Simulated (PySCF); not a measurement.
Compound: BH5P2.
Z-matrix (Å and degrees, PBE0-D3(BJ)/def2-SVP geometry), rows numbered from 1:
```
P 
B   1  1.8788
P   2  1.8787  1  124.20
H   1  1.4215  2  103.12  3    30.46
H   1  1.4210  2  102.20  3   132.73
H   2  1.2074  1  117.90  3   179.99
H   3  1.4210  2  102.18  1   132.72
H   3  1.4214  2  103.18  1    30.41
```

The species is `PBP` (BH5P2).

Computed at PBE0/pcSseg-1 (PySCF, non-relativistic), with Q(11B) = 0.04059 b: B2, 11B (I = 3/2): χzz = 4.557 MHz, η = 0.158.

Find the zero-field quadrupole resonance frequencies of 11B at B2.

From ν = (|χ|/2)√(1 + η²/3): ν = 2.288 MHz (three-coordinate boron).

In a crystal, neighbours and librations shift these lines. The structure is a single PBE0-D3(BJ)/def2-SVP conformer in the gas phase; no vibrational or solvent corrections. A larger basis could move these couplings by a tenth or more.

The run behind these numbers computed NMR shieldings as well. On an Arm Neoverse V2 with one thread, no GPU, on a shared host, this took 4.5 s wall.
